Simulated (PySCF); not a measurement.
Naphthoquinone, C10H6O2.
Bonds: O1–C2 (double), C2–C3, C3–C4 (double), C4–C5, C5–O6 (double), C5–C7, C7–C8 (aromatic), C8–C9 (aromatic), C9–C10 (aromatic), C10–C11 (aromatic), C11–C12 (aromatic), C2–C12, C7–C12 (aromatic). Hydrogens: H13 on C3; H14 on C4; H15 on C8; H16 on C9; H17 on C10; H18 on C11.

The same species was optimised twice, with GFN2-xTB and with PBE0-D3(BJ)/def2-SVP (PySCF), and the same property calculations (PySCF, gas phase) were run on both structures.

```tsv
coordinate	GFN2-xTB	PBE0-D3(BJ)/def2-SVP	change
C9–C10 (Å)	1.387	1.398	+0.011
C5–C7 (Å)	1.479	1.489	+0.010
C2–C12 (Å)	1.479	1.489	+0.010
C3=C4 (Å)	1.334	1.343	+0.009
C10–C11 (Å)	1.384	1.392	+0.008
C8–C9 (Å)	1.384	1.392	+0.008
C4–C5 (Å)	1.476	1.482	+0.006
C2–C3 (Å)	1.476	1.482	+0.006
C7–C8 (Å)	1.392	1.396	+0.004
C11–C12 (Å)	1.392	1.396	+0.004
C7–C12 (Å)	1.402	1.405	+0.003
C5=O6 (Å)	1.216	1.215	-0.001
O1=C2 (Å)	1.216	1.214	-0.002
C3–C2–C12 (°)	115.8	117.0	+1.2
C4–C5–C7 (°)	115.8	117.0	+1.2
C4–C5–O6 (°)	121.6	120.8	-0.8
O1–C2–C3 (°)	121.6	120.8	-0.8
C2–C3–C4 (°)	122.9	122.3	-0.6
C10–C11–C12 (°)	120.5	119.9	-0.6
C3–C4–C5 (°)	122.9	122.3	-0.6
C5–C7–C12 (°)	121.3	120.7	-0.6
```

Rotational constants: A = 1327, B = 1112, C = 605.2 MHz (GFN2-xTB) against A = 1327, B = 1098, C = 600.8 MHz (PBE0-D3(BJ)/def2-SVP). Point groups within 0.08 Å: C2v and C2v.

On the GFN2-xTB structure: HOMO (eV) -7.86 [PBE0/pcSseg-1]; LUMO (eV) -3.41 [PBE0/pcSseg-1]; dipole (D) 1.40 [PBE0/pcSseg-1]; GIAO shielding of O1/O6 (mean) (ppm) -352.7 [PBE0/pcSseg-1]; GIAO shielding of C2/C5 (mean) (ppm) -3.8 [PBE0/pcSseg-1]; GIAO shielding of C3/C4 (mean) (ppm) 42.4 [PBE0/pcSseg-1]; GIAO shielding of C7/C12 (mean) (ppm) 52.2 [PBE0/pcSseg-1]; GIAO shielding of C8/C11 (mean) (ppm) 53.4 [PBE0/pcSseg-1]; GIAO shielding of C9/C10 (mean) (ppm) 47.2 [PBE0/pcSseg-1].

Task: What do these properties become on the PBE0-D3(BJ)/def2-SVP structure?

Result: 
```tsv
property	level	on GFN2-xTB	on PBE0-D3(BJ)/def2-SVP	change
HOMO (eV)	PBE0/pcSseg-1	-7.86	-7.86	0.00
LUMO (eV)	PBE0/pcSseg-1	-3.41	-3.37	+0.04
dipole (D)	PBE0/pcSseg-1	1.40	1.37	-0.03
energy, GFN2-xTB geometry as zero (kcal/mol)	PBE0/pcSseg-1	0.0	-0.3	-0.3
GIAO shielding of O1/O6 (mean) (ppm)	PBE0/pcSseg-1	-352.7	-351.3	+1.4
GIAO shielding of C2/C5 (mean) (ppm)	PBE0/pcSseg-1	-3.8	-4.0	-0.2
GIAO shielding of C3/C4 (mean) (ppm)	PBE0/pcSseg-1	42.4	39.8	-2.6
GIAO shielding of C7/C12 (mean) (ppm)	PBE0/pcSseg-1	52.2	50.4	-1.8
GIAO shielding of C8/C11 (mean) (ppm)	PBE0/pcSseg-1	53.4	52.0	-1.4
GIAO shielding of C9/C10 (mean) (ppm)	PBE0/pcSseg-1	47.2	45.1	-2.1
```

The heavy atoms differ by 0.014 Å rms after alignment. Among bonds between heavy atoms C2–C12, C5–C7 and C9–C10 change most and about equally (+0.010 to +0.011 Å). Changes are differences of the printed values. Neither structure is proved a minimum here.
